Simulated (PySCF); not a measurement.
input.py for HF

File input.py (PySCF 2.14):

```python
from pyscf import gto, dft, tdscf

mol = gto.M(
    atom='H 0 0 0; F 0 0 1.047',
    basis='def2-svp',
    charge=0,
    spin=0,
    verbose=4,
)
mf = dft.UKS(mol, xc='scan')
mf.kernel()
td = tdscf.TDDFT(mf)
td.nstates = 8
td.kernel()
td.analyze()
mf.dip_moment()
print('orbital energies (hartree):', [e[max(0, n-3):n+3].round(4) for e, n in zip(mf.mo_energy, mol.nelec)])
```

```bash
$ OMP_NUM_THREADS=1 python input.py
```

Output (some set-up lines and the per-cycle HOMO/LUMO lines with their warnings removed):

```
PySCF version 2.14.0

[INPUT] Symbol           X                Y                Z      unit          X                Y                Z       unit  Magmom
[INPUT]  1 H      0.000000000000   0.000000000000   0.000000000000 AA    0.000000000000   0.000000000000   0.000000000000 Bohr   0.0
[INPUT]  2 F      0.000000000000   0.000000000000   1.047000000000 AA    0.000000000000   0.000000000000   1.978543252420 Bohr   0.0

nuclear repulsion = 4.54880124
number of shells = 9
number of NR pGTOs = 31
number of NR cGTOs = 19
basis = def2-svp
ecp = {}

******** <class 'pyscf.dft.uks.UKS'> ********
method = UKS
initial guess = minao
damping factor = 0
level_shift factor = 0
DIIS = <class 'pyscf.scf.diis.CDIIS'>
SCF conv_tol = 1e-09
SCF max_cycles = 50
number electrons alpha = 5  beta = 5
XC functionals = scan

grids dens level: 3
tot grids = 24072
init E= -100.176458653459
cycle= 1 E= -100.242694943039  delta_E= -0.0662  |g|= 0.438  |ddm|= 0.655
cycle= 2 E= -100.143443965753  delta_E= 0.0993  |g|= 0.703  |ddm|= 0.64
cycle= 3 E= -100.309908361311  delta_E= -0.166  |g|= 0.0075  |ddm|= 0.403
cycle= 4 E= -100.309937907489  delta_E= -2.95e-05  |g|= 0.00296  |ddm|= 0.00702
cycle= 5 E= -100.309940675081  delta_E= -2.77e-06  |g|= 0.000395  |ddm|= 0.00139
cycle= 6 E= -100.309940725337  delta_E= -5.03e-08  |g|= 4.09e-05  |ddm|= 0.000273
cycle= 7 E= -100.309940726755  delta_E= -1.42e-09  |g|= 1.07e-05  |ddm|= 5.02e-05
cycle= 8 E= -100.309940726981  delta_E= -2.26e-10  |g|= 1.38e-06  |ddm|= 2.85e-05
Extra cycle  E= -100.309940726983  delta_E= -2.37e-12  |g|= 1.11e-06  |ddm|= 2.49e-06
converged SCF energy = -100.309940726983  <S^2> = 3.3733016e-12  2S+1 = 1

******** <class 'pyscf.tdscf.uks.CasidaTDDFT'> for <class 'pyscf.dft.uks.UKS'> ********
nstates = 8
deg_eia_thresh = 1.000e-03
wfnsym = None
conv_tol = 1e-05
eigh lindep = 1e-12
eigh level_shift = 0
eigh max_cycle = 100

Excitation energies (eV)
[ 8.4511187   8.4511187   9.41899108  9.41899108 10.30840264 14.31836708
 22.8011099  22.8011099 ]

** Excitation energies and oscillator strengths **
Excited State   1:      8.45112 eV    146.71 nm  f=0.0000
       4a ->    6a      0.14543
       5a ->    6a      0.69253
       4b ->    6b      0.19328
       5b ->    6b     -0.68075
Excited State   2:      8.45112 eV    146.71 nm  f=0.0000
       4a ->    6a      0.69253
       5a ->    6a     -0.14543
       4b ->    6b     -0.68075
       5b ->    6b     -0.19328
Excited State   3:      9.41899 eV    131.63 nm  f=0.0083
       4a ->    6a     -0.66854
       5a ->    6a     -0.22998
       4b ->    6b     -0.48492
       5b ->    6b     -0.51446
Excited State   4:      9.41899 eV    131.63 nm  f=0.0083
       4a ->    6a     -0.22998
       5a ->    6a      0.66854
       4b ->    6b     -0.51446
       5b ->    6b      0.48492
Excited State   5:     10.30840 eV    120.27 nm  f=0.0000
       3a ->    6a      0.70824
       3b ->    6b     -0.70824
Excited State   6:     14.31837 eV     86.59 nm  f=0.3557
       3a ->    6a     -0.69673
       3a ->    7a      0.11410
       3b ->    6b     -0.69673
       3b ->    7b      0.11410
Excited State   7:     22.80111 eV     54.38 nm  f=0.0000
       4a ->    7a     -0.66244
       5a ->    7a      0.24567
       4b ->    7b      0.70073
Excited State   8:     22.80111 eV     54.38 nm  f=0.0000
       4a ->    7a     -0.24567
       5a ->    7a     -0.66244
       5b ->    7b      0.70073

** Transition electric dipole moments (AU) **
state          X           Y           Z        Dip. S.      Osc.
  1         0.0000      0.0000     -0.0000      0.0000      0.0000
  2        -0.0000      0.0000     -0.0000      0.0000      0.0000
  3         0.0571      0.1809      0.0000      0.0360      0.0083
  4        -0.1809      0.0571      0.0000      0.0360      0.0083
  5        -0.0000     -0.0000      0.0000      0.0000      0.0000
  6        -0.0000      0.0000      1.0069      1.0139      0.3557
  7        -0.0000      0.0000     -0.0000      0.0000      0.0000
  8         0.0000      0.0000      0.0000      0.0000      0.0000

** Transition velocity dipole moments (imaginary part, AU) **
state          X           Y           Z        Dip. S.      Osc.
  1         0.0000      0.0000     -0.0000      0.0000      0.0000
  2        -0.0000      0.0000     -0.0000      0.0000      0.0000
  3         0.0409      0.1296      0.0000      0.0185      0.0356
  4        -0.1296      0.0409      0.0000      0.0185      0.0356
  5        -0.0000     -0.0000      0.0000      0.0000      0.0000
  6        -0.0000      0.0000      0.5437      0.2956      0.3745
  7        -0.0000      0.0000     -0.0000      0.0000      0.0000
  8         0.0000      0.0000      0.0000      0.0000      0.0000

** Transition magnetic dipole moments (imaginary part, AU) **
state          X           Y           Z
  1        -0.0000      0.0000     -0.0000
  2        -0.0000     -0.0000     -0.0000
  3        -0.3259      0.1029      0.0000
  4        -0.1029     -0.3259      0.0000
  5         0.0000     -0.0000      0.0000
  6         0.0000      0.0000     -0.0000
  7         0.0000      0.0000     -0.0000
  8         0.0000     -0.0000      0.0000
Dipole moment(X, Y, Z, Debye): -0.00000,  0.00000, -2.04857
orbital energies (hartree): [array([-0.4574, -0.3249, -0.3249,  0.0174,  0.5332,  1.1137]), array([-0.4574, -0.3249, -0.3249,  0.0174,  0.5332,  1.1137])]
```

In short: E(SCF) = -100.309941 Eh, 8 cycles, μz(SCF) = -2.05 D, first excitations without spin–orbit coupling 8.45, 8.45, 9.42, 9.42, 10.31 eV.

Run time: 7.2 s on 1 thread of Arm Neoverse V1 (shared host).

The bond length is a typed value, not an optimised one. No search for the lowest solution was made.
